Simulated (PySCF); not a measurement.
pyrazine (C₄H₄N₂), SMILES c1cnccn1. The structure is a stationary point at PBE-D3(BJ)/def2-SVP.

Computed equilibrium geometry at PBE-D3(BJ)/def2-SVP (PySCF confirms it by a frequency run) as a Z-matrix, and its point group:
point group D2h.
```
C
N 1 1.3420
C 2 1.3420 1 116.00
H 3 1.1049 2 117.30 1 180.00
H 1 1.1049 2 117.30 3 -180.00
C 1 1.4067 5 120.70 2 -180.00
N 6 1.3420 1 122.00 5 180.00
C 7 1.3420 6 116.00 1 0.00
H 6 1.1049 7 117.30 8 180.00
H 8 1.1049 7 117.30 6 180.00
```
Charge 0, spin multiplicity 1.
